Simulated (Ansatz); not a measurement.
# CHO+ (SMILES [CH+]=O): one structure at several levels

One table from this session's results is given with a row withheld; the runs are named, their logs left out.

Method: single points in def2-TZVPP; program: Ansatz 0.2.0, Gaussian basis.

Cores are frozen in the correlated methods.

## The system as given

SMILES `[CH+]=O`, 3 atoms, charge 1, spin multiplicity 1.

Atoms are counted from 1 here; the program's logs count them from 0.

Bond lengths: C1–O2 1.077 Å, C1–H3 1.171 Å. Angles: O2–C1–H3 176.7°.

Coordinates:

```
C     0.0105    0.0269    0.0359
O     0.9435    0.1562    0.5579
H    -0.9796   -0.1720   -0.5563
```

Set-up of the first run:

run/in.yaml reads:

```yaml
crystal:
  periodic: [false, false, false]
  atoms:
    - {symbol: C, position_ang: [0.010500, 0.026900, 0.035900]}
    - {symbol: O, position_ang: [0.943500, 0.156200, 0.557900]}
    - {symbol: H, position_ang: [-0.979600, -0.172000, -0.556300]}
basis:
  gaussian: {orbitals: def2-TZVPP}
total_charge: 1
correlation: {method: ccsd_t}
output: {forces: true}
```

No record of the launch command was kept for these runs.

Among the steps run: CCSD(T)/def2-TZVPP; PBE0-D4/def2-TZVPP; wB97M-V/def2-TZVPP; r2SCAN-D4/def2-TZVPP; PBE-D4/def2-TZVPP; r2SCAN0-D4/def2-TZVPP; wB97X-V/def2-TZVPP.

One table of the session follows, with a row left open; its other results are not shown here.

| method | RMS force component (eV/Å) | angle to CCSD(T) forces (°) |
| --- | --- | --- |
| CCSD(T) | 3.174 | reference |
| PBE0-D4 | 2.408 | 4.4 |
| wB97M-V | 2.461 | 4.0 |
| r2SCAN-D4 | 2.674 | 2.4 |
| PBE-D4 | ? | ? |
| r2SCAN0-D4 | 2.108 | 9.1 |
| wB97X-V | 2.558 | 3.0 |

**Question.** Estimate the row for PBE-D4.

**Answer.** RMS force component (eV/Å): 3.174; angle to CCSD(T) forces (°): 2.3.
